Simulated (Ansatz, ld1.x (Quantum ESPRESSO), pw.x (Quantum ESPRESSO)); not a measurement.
**What a changed setting does to a pw.x run (bcc Os)**

Potential: PAW, ld1.x (Quantum ESPRESSO) 7.5, LDA (PW92); core [Kr] 4d10 4f14, reference 5s2 5p6 5d6 6s1.5 6p0.5; waves: 5s (bound): rcut 1.30, rcutus 1.45 bohr; 6s (bound): rcut 1.30, rcutus 1.45 bohr; 5p (bound): rcut 1.80, rcutus 2.25 bohr; 6p (bound): rcut 1.80, rcutus 2.25 bohr; 5d (bound): rcut 2.30, rcutus 2.45 bohr; 5d channel at 0.35 Ry: rcut 2.30, rcutus 2.45 bohr; local part: all-electron potential smoothed inside 2.20 bohr (lloc = -1); core correction: Bessel-smoothed model core inside 1.10 bohr; augmentation: PSQ, inside the norm-conserving radii.

The reference run (k-mesh 15³, cutoffs 60/480 Ry, Fermi–Dirac 0.01 Ry, mixing_beta 0.4, conv_thr 1e-9, no spin) gives -1.51 GPa at 14.154 Å³/atom, where all-electron LAPW gives 0.06 GPa. This run, with its own iteration cap, changes k-mesh shift to 1.

```
&control
  calculation='scf', prefix='x', pseudo_dir='./', outdir='./tmp', tstress=.true., disk_io='none'
/
&system
  ibrav=0, nat=1, ntyp=1, ecutwfc=60, ecutrho=480, nbnd=16,
  occupations='smearing', smearing='fd', degauss=0.01
/
&electrons
  conv_thr=1e-09, mixing_beta=0.4, electron_maxstep=50
/
ATOMIC_SPECIES
Os 1.0 Os.UPF
CELL_PARAMETERS angstrom
  -1.52384128 1.52384128 1.52384128
  1.52384128 -1.52384128 1.52384128
  1.52384128 1.52384128 -1.52384128
ATOMIC_POSITIONS crystal
Os 0.0000 0.0000 0.0000
K_POINTS automatic
15 15 15 1 1 1
```

```bash
pw.x < Os.scf.in > Os.scf.out
```

**Question.** How does the run end?

**Answer.** It converges in 8 iterations; the free energy moves by +8.5 meV/atom and the pressure by +0.34 GPa.

```
Message from routine setup:
     using ibrav=0 with symmetry is DISCOURAGED, use correct ibrav instead
     lattice parameter (alat)  =       4.9877  a.u.
     unit-cell volume          =      95.5159 (a.u.)^3
     number of electrons       =        16.00
     number of Kohn-Sham states=           16
     kinetic-energy cutoff     =      60.0000  Ry
     charge density cutoff     =     480.0000  Ry
     scf convergence threshold =      1.0E-09
     Exchange-correlation= SLA  PW   NOGX NOGC
     number of k points=   120  Fermi-Dirac smearing, width (Ry)=  0.0100
     iteration #  1     ecut=    60.00 Ry     beta= 0.40
     total energy              =    -813.81066041 Ry
     estimated scf accuracy    <       0.20968078 Ry
     iteration #  2     ecut=    60.00 Ry     beta= 0.40
     total energy              =    -813.81758361 Ry
     estimated scf accuracy    <       0.02839491 Ry
     iteration #  3     ecut=    60.00 Ry     beta= 0.40
     total energy              =    -813.81940967 Ry
     estimated scf accuracy    <       0.00164730 Ry
     iteration #  4     ecut=    60.00 Ry     beta= 0.40
     total energy              =    -813.81968974 Ry
     estimated scf accuracy    <       0.00003753 Ry
     iteration #  5     ecut=    60.00 Ry     beta= 0.40
     total energy              =    -813.81971403 Ry
     estimated scf accuracy    <       0.00000437 Ry
     iteration #  6     ecut=    60.00 Ry     beta= 0.40
     total energy              =    -813.81972196 Ry
     estimated scf accuracy    <       0.00000159 Ry
     iteration #  7     ecut=    60.00 Ry     beta= 0.40
     total energy              =    -813.81972384 Ry
     estimated scf accuracy    <       0.00000025 Ry
     iteration #  8     ecut=    60.00 Ry     beta= 0.40
     the Fermi energy is    25.3374 ev
!    total energy              =    -813.81972394 Ry
     estimated scf accuracy    <          3.5E-10 Ry
     smearing contrib. (-TS)   =      -0.00642938 Ry
     convergence has been achieved in   8 iterations
          total   stress  (Ry/bohr**3)                   (kbar)     P=      -11.76
     Message from routine punch:
     Nothing written, as per user request (disk_io='none')
```

The run took about 10 s on one core of a shared host (Intel(R) Xeon(R) 6975P-C, 192 threads, 378 GiB, load 77).
